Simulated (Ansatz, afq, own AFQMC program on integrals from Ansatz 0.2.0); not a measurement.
Two steps: Ansatz 0.2.0 writes the Fock matrix and Cholesky factors of the valence space, and afq projects on them the lowest state that overlaps trial and start.

```yaml
crystal:
  periodic: [false, false, false]
  atoms:
    - {symbol: Br, position_ang: [0.000000, 0.000000, 0.000000]}
    - {symbol: Mg, position_ang: [0.000000, 0.000000, 5.445000]}
basis:
  gaussian: {orbitals: aug-cc-pVDZ}
total_charge: -1
magnetization: {spin_polarized: true, initial_magnetization: 2}
correlation: {method: ccsd_t, electrons: outside_noble_gas, hamiltonian_folder: ham}
```

```sh
$ ansatz run in.yaml --threads 1 --pin off --events-out ev --progress --plain --max-ram 1382MiB
```

afq runs on the folder ham with

```
--method phaseless --trial cisd --walkers 60 --populations 1 --least-time 40 --time-step 0.005 --steps-per-block 50 --equilibration-blocks 40 --max-blocks 300 --target-error 0.00076 --factor-cut 1e-05 --start spin_pure --seed 4508 --release-times 0.24,0.51,0.99,1.62,2.4 --release-step 0.03 --release-every 4 --taylor-order 6
```

Times are imaginary, in 1/Eh. The walk had a cap of 1931 s. Filled inner d shells are frozen with the cores.

Output of the walk:

```
orbitals 44  electrons 6 4  factors 283 of 656
reference energy -2772.01199670 Eh
CCSD correlation -0.14605990 Eh in 14 cycles, weight of the determinant in the CISD state 0.9182
energy of the start -2772.158057 Eh
 block  time / (1/Eh)  mean weight  energy / Eh
     1     0.250  0.9991  -2772.156686
     2     0.500  0.9996  -2772.157163
     3     0.750  1.0007  -2772.158295
     4     1.000  1.0015  -2772.161329
     5     1.250  1.0003  -2772.160445
     7     1.750  1.0007  -2772.163679
     9     2.250  1.0001  -2772.160040
    11     2.750  1.0017  -2772.160630
    21     5.250  1.0008  -2772.160643
    31     7.750  0.9998  -2772.161158
    41    10.250  1.0010  -2772.161921
    51    12.750  0.9989  -2772.160808
    61    15.250  1.0020  -2772.160958
    71    17.750  1.0002  -2772.159999
    81    20.250  1.0001  -2772.163648
    91    22.750  1.0003  -2772.159637
   101    25.250  1.0003  -2772.158834
   106    26.500  1.0007  -2772.166797
   111    27.750  1.0008  -2772.161979
   121    30.250  1.0004  -2772.165251
   131    32.750  0.9996  -2772.159817
   136    34.000  1.0008  -2772.157124
   141    35.250  0.9992  -2772.165079
   151    37.750  1.0001  -2772.157737
   161    40.250  1.0016  -2772.158681
   171    42.750  0.9995  -2772.161789
   181    45.250  1.0010  -2772.166714
   191    47.750  1.0011  -2772.165700
   196    49.000  1.0027  -2772.161869
blocks merged  error / Eh  count
     1  0.000217  160
     2  0.000281  80
     4  0.000343  40
     8  0.000445  20
    16  0.000589  10
released: time / (1/Eh)  energy / Eh  error  mean overlap
  0.24  -2772.161719  0.000373  1.0002
  0.51  -2772.162389  0.000393  0.9949
  0.99  -2772.162690  0.000527  1.0027
  1.62  -2772.163030  0.000426  0.9869
  2.40  -2772.163203  0.000643  0.9792
energy -2772.161462 +/- 0.000445 Eh
(rows thinned)
```

The run failed at least one of its tests; the cautions name the faults.

Against this walk (error 12.1 meV) on the same determinant: CCSD(T) 3.4 meV higher (within the noise), CCSDT(Q) 13.6 meV lower (within the noise). The error is statistical and leaves out the bias of the constraint. Released to 2.40 1/Eh the energy lies 47 ± 21 meV (both errors) below the phaseless value, which shows part or all of the bias of the constraint, and CCSDT(Q) lies 33.7 meV above the released value.

Cautions: constraint bias not in the error; error not settled; no relativity below Rb; no spin-orbit coupling; inner d shell frozen; lower spins were not checked.

The walk took 4.9 min on 1 thread of Intel(R) Xeon(R) Platinum 8488C (Sapphire Rapids) (shared host). The log's last line is the phaseless energy.

CCSDT and higher add their correlation energy to the determinant of the CCSD(T) run, since their own runs factorise the integrals more tightly (a shift of under 2 meV). A walk keeps the symmetry of its determinant, which the program's search chose and which needn't be the lowest solution, so a lower state of the same spin and another symmetry isn't excluded.
